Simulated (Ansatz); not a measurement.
# CH₃Si (doublet): wave-function methods side by side at a displaced geometry (v2), cc-pVDZ

One table from this session's results is given with a row withheld; the runs are named, their logs left out.

Program: Ansatz 0.2.0, Gaussian basis. Level of theory: cc-pVDZ, core rule «outside noble gas», up to 6 orbitals frozen. These are calculated values, not measurements.

The runs, in order: UHF; CCSD(T) on ROHF; CCSD(T) on UHF; BCCD(T) on ROHF; CISD; CCSDT(Q) on ROHF; CCSDT(Q) on UHF.

16 further runs of the same task are left out: 6 that didn't finish, 10 set aside as unsound or not needed.

### The system

The geometry is a PBE0/def2-TZVP stationary point (not a proven minimum) with its atoms shifted at random (size 0.100 Å).

5 atoms, charge 0, spin multiplicity 2.

Atoms are counted from 1 here; the program's logs count them from 0.

Bond lengths: Si1–C2 1.665 Å, Si1–H3 1.463 Å, Si1–H4 1.557 Å, C2–H5 1.172 Å. Angles: C2–Si1–H3 122.2°, C2–Si1–H4 121.7°, H3–Si1–H4 115.2°, Si1–C2–H5 169.9°.

Set-up of the first run:

Input file in.yaml:

```yaml
crystal:
  periodic: [false, false, false]
  atoms:
    - {symbol: Si, position_ang: [0.050637, 0.002385, 0.489658]}
    - {symbol: C, position_ang: [-0.114237, 0.010759, -1.166924]}
    - {symbol: H, position_ang: [-0.037617, 1.225358, 1.287782]}
    - {symbol: H, position_ang: [0.045492, -1.323957, 1.305996]}
    - {symbol: H, position_ang: [-0.057567, -0.096068, -2.332580]}
basis:
  gaussian: {orbitals: cc-pVDZ}
magnetization: {spin_polarized: true, initial_magnetization: 1}
hamiltonian: {xc: hf}
output: {orbitals: {seedname: orbitals}}
```

Started as:

```bash
$ ansatz run in.yaml --threads 1 --pin off --events-out ev --progress --plain --max-ram 2393MiB
```

Steps of the session up to this table: UHF; CCSD(T) on ROHF; CCSD(T) on UHF; BCCD(T) on ROHF; CISD; CCSDT(Q) on ROHF; CCSDT(Q) on UHF.

One table of the session follows, with a row left open; its other results are not shown here.

```
   method  from RCCSDT(Q) (meV)
     ROHF               +7162.0
      UHF               +6779.1
     RMP2               +1319.9
     UMP2               +1612.3
     CISD                +912.6
    RCCSD                +307.3
    UCCSD                +313.4
 RCCSD(T)                 +57.2
 UCCSD(T)                 +82.8
  BCCD(T)                     ?
   RCCSDT                 +18.2
   UCCSDT                 +18.3
RCCSDT(Q)                     0
UCCSDT(Q)                  -1.6
```

**Question.** Estimate the row for BCCD(T).

As computed: from RCCSDT(Q) (meV): +59.3. In the column «from RCCSDT(Q) (meV)» it lies between RCCSD(T) (+57.2) and UCCSD(T) (+82.8).

To keep in mind: Restricted and unrestricted rows rest on different reference determinants; where their highest levels disagree by more than a few hundredths of an eV, they describe different states and don't form one ladder.
